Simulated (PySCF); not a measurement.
CHO, SMILES [CH]=O (connectivity only; charge and spin as stated), charge +1, multiplicity 1.

Geometry optimised at r2SCAN-D4/def2-TZVPD. The isomer is the one that the SMILES or the coordinates give; other isomers of the formula were not compared.

Computed with PySCF with TDDFT-B3LYP/def2-TZVPD.

Vertical excitations; the highest root listed may be one member of a degenerate set. The molecule is in vacuum. State labels are in the subgroup C2v.

Computed excitation energies, oscillator strengths and character:
```csv
state,symmetry,energy (eV),λ (nm),f,main pairs
S1,A2,9.48,131,0.000,"HOMO→LUMO 50 %, HOMO−1→LUMO+1 50 %"
S2,A1,9.83,126,0.000,"HOMO→LUMO+1, HOMO−1→LUMO (degenerate set)"
S3,A2,9.83,126,0.000,"HOMO−1→LUMO+1, HOMO→LUMO (degenerate set)"
S4,B2,11.50,108,0.002,HOMO−2→LUMO+1 (degenerate set)
S5,B1,11.50,108,0.002,HOMO−2→LUMO (degenerate set)
S6,B2,14.01,88,0.007,HOMO→LUMO+2 (degenerate set)
S7,B1,14.01,88,0.007,HOMO−1→LUMO+2 (degenerate set)
S8,A1,14.41,86,0.230,"HOMO−1→LUMO 34 %, HOMO→LUMO+1 34 %, HOMO−2→LUMO+2 27 %"
S9,B1,15.75,79,0.184,HOMO−3→LUMO (degenerate set)
S10,B2,15.75,79,0.184,HOMO−3→LUMO+1 (degenerate set)
T1,A1,7.75,160,0,"HOMO→LUMO+1 49 %, HOMO−1→LUMO 49 %"
T2,A1,8.42,147,0,"HOMO−1→LUMO, HOMO→LUMO+1 (degenerate set)"
T3,A2,8.42,147,0,"HOMO−1→LUMO+1, HOMO→LUMO (degenerate set)"
T4,A2,9.50,130,0,"HOMO→LUMO 50 %, HOMO−1→LUMO+1 50 %"
```
Triplets are in the Tamm–Dancoff approximation, which puts them higher than full response would, so one can lie above its singlet here.
